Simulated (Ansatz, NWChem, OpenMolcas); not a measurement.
SiH4 (silane): the energy, rung by rung

SiH4 has 5 atoms, charge 0, and is taken as a singlet. SMILES: `[SiH4]`. The shape is that of a PBE0-D4/def2-TZVP optimisation.

```xyz
5

Si    0.0000    0.0000   -0.0001
H     0.9676   -0.6884    0.8909
H    -1.3310    0.0449    0.6560
H    -0.1051   -0.7403   -1.2826
H     0.4685    1.3838   -0.2642
```

Quantity: the energy change with the Si1–H5 bond stretched from 1.485 to 2.672 Å, in eV. The values are calculated.

| level | kind | program | value (eV) |
| --- | --- | --- | --- |
| r2SCAN/cc-pVTZ (restricted) | meta-GGA | Ansatz | 3.24 |
| wB97M-V/cc-pVTZ (restricted) | range-separated hybrid | Ansatz | 3.44 |
| RPA@PBE/cc-pVTZ (restricted) | RPA | Ansatz | 3.13 |
| RPA@PBE0/cc-pVTZ (restricted) | RPA | Ansatz | 3.33 |
| MP2/cc-pVTZ (restricted) | perturbation theory | OpenMolcas | 3.55 |
| CASSCF(8,8)/cc-pVTZ | multireference | OpenMolcas | 2.71 |
| SC-NEVPT2(8,8)/cc-pVTZ | multireference | OpenMolcas | 2.96 |
| CCSD/cc-pVTZ (restricted) | coupled cluster or CI | NWChem | 3.19 |

The first shape isn't each level's own minimum. The values span 2.71 to 3.55 eV.
